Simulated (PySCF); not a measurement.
## Spectroscopy problems

Theoretical values (PySCF 2.14): spin–spin couplings from B3LYP/pcJ-1 (spin–dipole term left out of most H,H and C,H couplings), coordinates at the GFN2-xTB level, PBE0/pcSseg-1 with gauge-including orbitals. Rapidly exchanging positions averaged, isolated molecule, one computed conformer, non-relativistic.

Scale: ¹H and ¹³C against TMS (reference shieldings calculated alike). Multiplet labels drop J under 1 Hz and among equivalent protons, and merge close values. Unscaled 3J(H,H) run several per cent high. Splittings of carbon signals by F and P are missing where no couplings were computed. Where no couplings were computed, multiplicities follow the n + 1 count of equivalent neighbours, and m marks all less simple cases (inequivalent or close neighbours, rings, F or P nearby). Shifts are as computed. Against solution values, carbons near 30 ppm lie about +3 ppm off and those near 130 ppm about +5 ppm. Of 1211 compounds with measured shifts, 218 miss one by over three times the rms of a fit or turn the order of signals round; such compounds aren't used in these exercises. Across acyclic CH2–CH2 and CH–CH2 bonds, 3J(H,H) assumes equally populated rotamers.

Task: C5H10. ¹H NMR (600 MHz, computed): δ 6.20 (ddt, J = 17.5, 11.3, 7.8 Hz, 1H), 5.37 (dt, J = 17.5, 1.6 Hz, 1H), 5.20 (dt, J = 11.3, 1.2 Hz, 1H), 2.02 (qt, J = 7.5, 1.4 Hz, 2H), 1.36 (sext, J = 7.6 Hz, 2H), 1.07 (t, J = 7.7 Hz, 3H). ¹³C{¹H} NMR (computed): δ 148.9 (CH), 120.2 (CH2), 43.8 (CH2), 29.0 (CH2), 17.3 (CH3). Identify the compound.

Result: `C=CCCC`. The formula gives 1 degree of unsaturation (no ring in the answer). 5 carbon signals for 5 carbons: no two carbons are equivalent. Carbon types of the structure: 1 × CH, 3 × CH2, 1 × CH3, which accounts for all hydrogens. δC 148.9: alkene CH; an sp2 carbon of a C=C bond. δC 120.2: terminal =CH2 carbon; the olefinic region. δC 17.3: methyl carbon; aliphatic region, no heteroatom directly attached. δH 5.37, 5.20: hydrogen on a terminal =CH2 carbon; attached to an sp2 carbon and in the plane of the double bond. The protons at 5.37 and 6.20 share a coupling of 17.5 Hz (vicinal, trans across C=C). The protons at 5.20 and 6.20 share a coupling of 11.3 Hz (vicinal, cis across C=C). The protons at 6.20 and 2.02 share a coupling of 7.8 Hz (vicinal). The protons at 1.36 and 1.07 share a coupling of 7.7 Hz (vicinal).

The shifts were computed for this structure.

Task: C7H8NP3. ¹H NMR (300 MHz, computed): δ 11.18 (m, 1H), 3.76 (m, 1H), 1.80 (d, 6H). ¹³C{¹H} NMR (computed): δ 231.3, 188.2, 173.6, 126.6, 47.7, 34.1. Identify the compound.

Result: `CC(C)c1pcpc(C#N)p1`. 6 carbon signals for 7 carbons: some carbons are equivalent by symmetry or fast rotation. Carbon types of the structure: 3 × C, 2 × CH, 2 × CH3, which accounts for all hydrogens. δC 231.3, 173.6: substituted aromatic carbon. δC 188.2: aromatic CH. δC 126.6: nitrile carbon; this is the usual window of a C≡N carbon, which has no attached hydrogen. δH 11.18: hydrogen on an aromatic CH; the ring current deshields protons in the ring plane.

The data come from this structure; uniqueness wasn't tested.

Task: C3H3N3. ¹H NMR (500 MHz, computed): δ 9.46 (s, 3H). ¹³C{¹H} NMR (computed): δ 172.9. Identify the compound.

Result: 1,3,5-triazine (n1cncnc1). The formula gives 4 degrees of unsaturation (1 ring in the answer). 1 carbon signal for 3 carbons: some carbons are equivalent by symmetry or fast rotation. Carbon types of the structure: 3 × CH, which accounts for all hydrogens. δC 172.9: aromatic CH between two ring heteroatoms. δH 9.46: hydrogen on an aromatic CH between two ring heteroatoms; it sits in the deshielding region of the aromatic ring current.

The shifts were computed for this structure.
